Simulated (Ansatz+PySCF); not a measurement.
The numbers below are computed, except where a source is named.
A run of PySCF 2.14.0 on doublet CH₃S at this shape:

```xyz
5

C    -0.0039    1.0962    0.0000
S    -0.0039   -0.6526    0.0000
H     1.0433    1.4171    0.0000
H    -0.4792    1.4984    0.8952
H    -0.4792    1.4984   -0.8952
```

Its results:

- Converged: yes
- Reference energy: -437.15245 hartree
- Correlation energy: -0.32575 hartree
- Total energy: -437.47820 hartree
- Spin squared of the determinant: 0.765

(1) Which input gives this output? Name the method, the orbitals and the basis set, and write the input.

Results:

(1) UHF-MP2 in cc-pVTZ on H, C; cc-pV(T+d)Z on S.

```python
from pyscf import gto, scf, mp

# the (T+d) and (D+d) sets load through basis_set_exchange
mol = gto.M(atom="""
C -0.003860 1.096220 0.000000
S -0.003860 -0.652580 0.000000
H 1.043270 1.417060 0.000000
H -0.479220 1.498440 0.895200
H -0.479220 1.498440 -0.895200
""", basis={'C': 'cc-pvtz', 'H': 'cc-pvtz', 'S': 'cc-pv(t+d)z'}, charge=0, spin=1)
mf = scf.UHF(mol)
mf.kernel()
pt = mp.MP2(mf, frozen=6).run()
print(mf.e_tot, pt.e_corr, pt.e_tot)
```
